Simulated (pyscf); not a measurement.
A first-order saddle from PySCF, ωB97X-D3(BJ)/def2-SVP:

```xyz
12

Cr    -0.0817    -1.2986    -0.4640
O     -0.7533    -0.7600     1.2567
O      0.5646    -2.5577     0.1342
O     -1.3256    -1.6731    -1.2625
O      1.1341    -0.6763    -1.5602
H     -1.2075    -1.4340     1.7857
H      1.9375    -1.2164    -1.5661
Si    -1.5658     0.8686     0.6706
H     -0.3736     0.4678    -0.3945
H     -2.8674     0.3406     1.2047
H     -2.0833     1.7610    -0.4310
H     -0.8521     1.7564     1.6245
```

Surface: singlet, charge 0. Lowest wavenumbers (cm⁻¹): 315i, 80, 88, 139, 240.

Q: What reaction is this the transition state of?

A: O=Cr(=O)(OH)–OH + silane (SiH₄) <-> O=CrH(=O)–OH + silanol (HO–SiH₃), a four-centre exchange read from left to right: Cr–O, H–Si broken and Cr–H, O–Si formed. At ωB97M-D3(BJ)/def2-TZVP it lies +0.98 eV from the left side and +1.35 eV from the right (each side as separated species at their lowest minima found). This is the saddle that the search found; another between the same sides may lie lower.
